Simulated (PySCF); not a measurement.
Task: Give a PBE0-D3(BJ)/def2-SVP geometry of InChI=1S/C4H5FO/c5-4(6)3-1-2-3/h3H,1-2H2.

Result: 
```xyz
11
C4H5FO angstrom
O      1.830    0.079   -1.185
C      1.331    0.706   -0.310
F      1.949    1.780    0.200
C      0.037    0.460    0.351
C     -0.375   -0.986    0.521
C     -1.055   -0.154   -0.497
H     -0.238    1.176    1.128
H     -0.904   -1.236    1.444
H      0.341   -1.735    0.173
H     -2.074    0.193   -0.309
H     -0.803   -0.327   -1.546
```

Orientation and origin are arbitrary. Atoms count from 1 in this order. Of the pairs four or more bonds apart, O1···H11 is among the closest relative to their van der Waals radii: 2.69 Å, 99 % of the sum of Bondi's values. The 3-membered ring C4–C5–C6 has internal angles of 58.6° to 60.7°. The C–C distances run from 1.474 Å (C2–C4, drawn single) to 1.514 Å (C4–C5, drawn single), a spread of 0.040 Å.

Bonds between heavy atoms (Å): O1=C2 1.187, C2–F3 1.340, C2–C4 1.474, C4–C5 1.514, C5–C6 1.481, C4–C6 1.513.

Computed with PBE0-D3(BJ)/def2-SVP geometry optimisation, gas phase in PySCF.

Point group: Cs (every atom within 0.08 Å of its image). No frequency check. One conformer, not necessarily the lowest (O1–C2–C4–C5 34°).

On an Arm Neoverse V1 with one thread (shared host), this took 46 s of wall time and 0.46 GiB of memory at its peak. This is the geometry optimisation.
